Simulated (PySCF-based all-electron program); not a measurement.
## Forces on SiH2, triplet in several shapes

All-electron Kohn–Sham DFT on the free molecule, computed near the basis limit with an in-house program on PySCF integrals; the spin-free Dirac equation, no spin–orbit coupling, spin-unrestricted, lowest state found (another of this spin can lie close). Forces are good to about 0.004 eV/Å. Atoms are numbered as listed.

Shape A:

```json
{"atom": "Si", "x (Å)": "0.0000", "y (Å)": "0.0000", "z (Å)": "0.0000"}
{"atom": "H", "x (Å)": "0.0000", "y (Å)": "0.0000", "z (Å)": "1.4950"}
{"atom": "H", "x (Å)": "1.3151", "y (Å)": "0.0000", "z (Å)": "-0.7111"}
```

PBE forces:

| atom | Fx | Fy | Fz (eV/Å) |
| --- | --- | --- | --- |
| Si1 | 0.011 | 0.000 | 0.007 |
| H2 | -0.013 | 0.000 | 0.009 |
| H3 | 0.002 | 0.000 | -0.015 |

Task: What forces does r2SCAN give in shape A?

Result: The forces move by 0.221 eV/Å (r.m.s. over the atoms) from PBE.

```
atom      Fx     Fy  Fz (eV/Å)
 Si1   0.197  0.000      0.117
  H2  -0.005  0.000     -0.215
  H3  -0.192  0.000      0.098
```

Shape B:

| atom | x (Å) | y (Å) | z (Å) |
| --- | --- | --- | --- |
| Si | 0.0000 | 0.0000 | 0.0000 |
| H | 0.0000 | 0.0000 | 1.4800 |
| H | 1.3006 | 0.0000 | -0.7062 |

Against shape A, Si1–H2 goes from 1.495 to 1.480 Å, Si1–H3 goes from 1.495 to 1.480 Å.

PBE forces:

| atom | Fx | Fy | Fz (eV/Å) |
| --- | --- | --- | --- |
| Si1 | -0.206 | 0.000 | -0.122 |
| H2 | -0.015 | 0.000 | 0.259 |
| H3 | 0.221 | 0.000 | -0.136 |

Task: What forces does r2SCAN give in shape B?

Result: The forces move by 0.217 eV/Å (r.m.s. over the atoms) from PBE.

```tsv
atom	Fx	Fy	Fz (eV/Å)
Si1	-0.025	0.000	-0.015
H2	-0.006	0.000	0.038
H3	0.031	0.000	-0.024
```

Shape C:

```xyz
3

Si    0.0000    0.0000    0.0000
H     0.0000    0.0000    1.3320
H     1.3006    0.0000   -0.7062
```

Against shape A, Si1–H2 goes from 1.495 to 1.332 Å, Si1–H3 goes from 1.495 to 1.480 Å.

PBE forces:

| atom | Fx | Fy | Fz (eV/Å) |
| --- | --- | --- | --- |
| Si1 | -0.134 | 0.000 | -3.785 |
| H2 | -0.045 | 0.000 | 3.928 |
| H3 | 0.179 | 0.000 | -0.143 |

Task: What forces does r2SCAN give in shape C?

Result: The forces move by 0.195 eV/Å (r.m.s. over the atoms) from PBE.

```csv
atom,Fx,Fy,Fz (eV/Å)
Si1,0.034,0.000,-3.707
H2,-0.033,0.000,3.740
H3,-0.001,0.000,-0.033
```
